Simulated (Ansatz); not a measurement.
Ansatz (a program for electronic structure) input (B3LYP/LANL2DZ): The .json file is the Basis Set Exchange's LANL2DZ.

Ansatz 0.2 input:
```yaml
crystal:
  periodic: [false, false, false]
  atoms:
    - {symbol: Si, position_ang: [0.21612307, 0.20976238, 0.22258598]}
    - {symbol: F, position_ang: [-0.72085928, -0.74673103, 1.07691475]}
    - {symbol: F, position_ang: [-0.71439787, 1.11947221, -0.68804678]}
    - {symbol: F, position_ang: [1.09906570, -0.69903821, -0.73511283]}
basis:
  gaussian:
    orbitals: LANL2DZ.json
hamiltonian:
  xc: {name: B3LYP}
magnetization: {spin_polarized: true, initial_magnetization: 1}
relax: {f_tol: 0.003, max_steps: 120}
```

**Question.** What final total energy does it give?

**Answer.** -303.51473 Eh.
